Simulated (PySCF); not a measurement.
HO, SMILES `[OH]` (charge 0, multiplicity 2)

Level of theory: PBE-D3(BJ)/def2-TZVP // r2SCAN-D4/def2-SVP run with PySCF.

| Quantity | Result |
|---|---|
| highest occupied spin orbital | -7.16 eV |
| dipole moment | 1.73 D |
| total energy | -2059.41 eV |
| cost | about 7 core-seconds (a rough figure) |

```xyz
2

O      0.4892     0.0000     0.0000
H     -0.4892     0.0000     0.0000
```
Charge 0, spin multiplicity 2.
